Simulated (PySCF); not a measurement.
# Structure from NMR data

The spectra below were simulated for a compound C$_{4}$H$_{9}$OP.

1H NMR (500 MHz, computed): δ 7.24 (m, 1H), 6.55 (m, 1H), 6.35 (m, 1H), 1.78 (m, 3H), 1.32 (m, 3H).

13C{1H} NMR (computed): δ 148.0 (C), 137.7 (CH2), 18.3 (CH3), 17.4 (CH3).

[PySCF 2.14.0 with density-fitted response routines: NMR shieldings at PBE0/pcSseg-1/GIAO; coordinates at the GFN2-xTB level; in vacuum; equivalent nuclei averaged; one computed conformer; non-relativistic Hamiltonian]

Scale: 1H and 13C against TMS (reference shieldings calculated alike).

**Question.** Deduce the structure.

**Answer.** 
4 carbon signals for 4 carbons: no two carbons are equivalent. Carbon types of the structure: 1 × C, 1 × CH2, 2 × CH3, leaving 1 H on heteroatoms. δC 148.0: fully substituted alkene carbon; the olefinic region. δC 137.7: terminal =CH2 carbon; the olefinic region. δC 18.3: allylic methyl carbon; saturated and bonded to C and H only. δC 17.4: methyl carbon bonded to P. δH 6.55, 6.35: hydrogen on a terminal =CH2 carbon; attached to an sp2 carbon and in the plane of the double bond. δH 1.78: hydrogen on an allylic methyl carbon; allylic position. δH 1.32: hydrogen on a methyl carbon bonded to P.

These data were computed for SMILES O=[P@H](C(=C)C)C.

This is the structure that produced the data.

Splittings by 31P in the carbon and heteronuclear signals aren't shown, as no couplings were computed. Shifts are as computed. Against solution values, carbons near 30 ppm lie about +3 ppm off and those near 130 ppm about +5 ppm. Of 1211 compounds with measured shifts, 218 miss one by over three times the rms of a fit or turn the order of signals round; such compounds aren't used in these exercises. No couplings were computed; multiplicities are counted from neighbouring protons, with m where these are inequivalent, close in shift, in a saturated or five-membered ring or joined by F or P, and br s for small geminal =CH2 splittings.
